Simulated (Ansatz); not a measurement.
## Multireference treatment of C₂H₂, singlet

Computed with Ansatz's Gaussian-basis code (development build). Basis cc-pVDZ, nonrelativistic, 2 orbitals frozen in the corrections. State-specific CASSCF; RHF is the lowest restricted (open-shell) Hartree–Fock solution met. Letters tell apart solutions met in one space. No symmetry is imposed, so a solution can break that of the shape. No proof that the lowest CASSCF solution was found.

Geometry:

```xyz
4

C     0.0000    0.0000   -0.4780
C     0.0000    0.0000    0.8219
H     0.0000   -0.9481   -1.0317
H     0.0000    0.9481   -1.0317
```

CASSCF less RHF, in eV, and natural occupations:

```csv
CAS,CASSCF,occupations
"(4,4) a",-1.405,"1.98, 1.94, 0.06, 0.02"
"(4,4) b",-1.304,"1.94, 1.93, 0.07, 0.06"
```

What totals less RHF do the corrections give on each solution?



| CAS | SC-NEVPT2 |
| --- | --- |
| (4,4) a | -6.148 |
| (4,4) b | -6.452 |

In CAS(4,4), is the solution lowest in CASSCF also lowest after SC-NEVPT2?

No: (4,4) b is lowest after SC-NEVPT2, 0.30 eV under (4,4) a, which leads in CASSCF.
